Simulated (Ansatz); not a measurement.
`CC(C)CC(C)C`, charge 0, multiplicity 1.

Give a relaxed structure at PBE0-D4/def2-TZVP (the Gaussian-basis code of Ansatz). (An estimate is asked.)

Ansatz gave: 
Cartesian coordinates in Å:
```
C -1.808 0.794 -1.711
C -0.555 0.251 -1.035
C -0.442 -1.248 -1.280
C -0.571 0.647 0.442
C 0.654 0.339 1.316
C 1.964 0.711 0.637
C 0.696 -1.087 1.855
H -1.805 0.580 -2.782
H -1.894 1.876 -1.584
H -2.707 0.337 -1.284
H 0.309 0.735 -1.507
H -1.220 -1.793 -0.736
H -0.562 -1.473 -2.343
H 0.524 -1.647 -0.970
H -0.731 1.731 0.476
H -1.458 0.202 0.912
H 0.551 0.991 2.194
H 2.173 0.061 -0.217
H 1.949 1.742 0.273
H 2.803 0.615 1.332
H -0.246 -1.352 2.342
H 1.494 -1.191 2.595
H 0.882 -1.823 1.072
```
This is one stationary point; other conformers may exist.
